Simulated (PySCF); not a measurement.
## First hyperpolarisability: 2-(methylthio)butane, C5H12S

Molfile (atoms numbered from 1):
```
C5H12S
     RDKit          3D

 18 17  0  0  0  0  0  0  0  0999 V2000
   -1.9406   -1.0437    0.1280 C   0  0  0  0  0  0  0  0  0  0  0  0
   -1.1399    0.1288   -0.4092 C   0  0  0  0  0  0  0  0  0  0  0  0
   -0.0927    0.6848    0.5540 C   0  0  2  0  0  0  0  0  0  0  0  0
    0.5740    1.9429    0.0195 C   0  0  0  0  0  0  0  0  0  0  0  0
    1.1285   -0.5632    1.1052 S   0  0  0  0  0  0  0  0  0  0  0  0
    1.9202   -1.0305   -0.4475 C   0  0  0  0  0  0  0  0  0  0  0  0
   -2.6618   -1.4102   -0.6176 H   0  0  0  0  0  0  0  0  0  0  0  0
   -2.5063   -0.7587    1.0297 H   0  0  0  0  0  0  0  0  0  0  0  0
   -1.2765   -1.8747    0.4093 H   0  0  0  0  0  0  0  0  0  0  0  0
   -1.8192    0.9592   -0.6718 H   0  0  0  0  0  0  0  0  0  0  0  0
   -0.6445   -0.1497   -1.3561 H   0  0  0  0  0  0  0  0  0  0  0  0
   -0.5929    0.9267    1.5086 H   0  0  0  0  0  0  0  0  0  0  0  0
   -0.1755    2.7320   -0.1545 H   0  0  0  0  0  0  0  0  0  0  0  0
    1.3251    2.3243    0.7253 H   0  0  0  0  0  0  0  0  0  0  0  0
    1.0749    1.7528   -0.9429 H   0  0  0  0  0  0  0  0  0  0  0  0
    2.7044   -1.7536   -0.1834 H   0  0  0  0  0  0  0  0  0  0  0  0
    2.3976   -0.1743   -0.9463 H   0  0  0  0  0  0  0  0  0  0  0  0
    1.2213   -1.5206   -1.1417 H   0  0  0  0  0  0  0  0  0  0  0  0
  1  2  1  0
  2  3  1  0
  3  4  1  0
  3  5  1  0
  5  6  1  0
  1  7  1  0
  1  8  1  0
  1  9  1  0
  2 10  1  0
  2 11  1  0
  3 12  1  1
  4 13  1  0
  4 14  1  0
  4 15  1  0
  6 16  1  0
  6 17  1  0
  6 18  1  0
M  END
```

Computed with quadratic response CAM-B3LYP/aug-cc-pVDZ first hyperpolarisability, Taylor convention, gas phase in PySCF 2.14.0. Geometry: PBE0-D3(BJ)/def2-SVP.

(1) Give β for the processes computed.

(2) Which lowest excitations, dipole and polarisabilities go with it?

Results:

(1) In au, Taylor convention; the vector part is βᵢ = ⅓ Σⱼ (βᵢⱼⱼ + βⱼᵢⱼ + βⱼⱼᵢ); β∥ is 3/5 of the vector part along the dipole, the dipole points from − to +:
| process | λ (nm) | β vector norm | β∥ | β HRS | depolarisation ratio |
| --- | --- | --- | --- | --- | --- |
| static β(0;0,0) | ∞ | 80.6 | 39.0 | 38.3 | 3.48 |
| second harmonic β(−2ω;ω,ω) | 1907 | 86.2 | 41.6 | 40.9 | 3.49 |
| Pockels β(−ω;ω,0) | 1907 | 82.4 | 39.9 | – | – |
| second harmonic β(−2ω;ω,ω) | 1064 | 100.9 | 48.2 | 47.7 | 3.51 |
| Pockels β(−ω;ω,0) | 1064 | 86.6 | 41.8 | – | – |

(2) S1 5.33 eV (f = 0.001); S2 5.73 eV (f = 0.025); S3 6.14 eV (f = 0.007); dipole 1.66 D; isotropic α 84.9 au static, 85.1 au at 1907 nm, 85.5 au at 1064 nm, 85.7 au at 953.5 nm, 87.7 au at 532 nm.
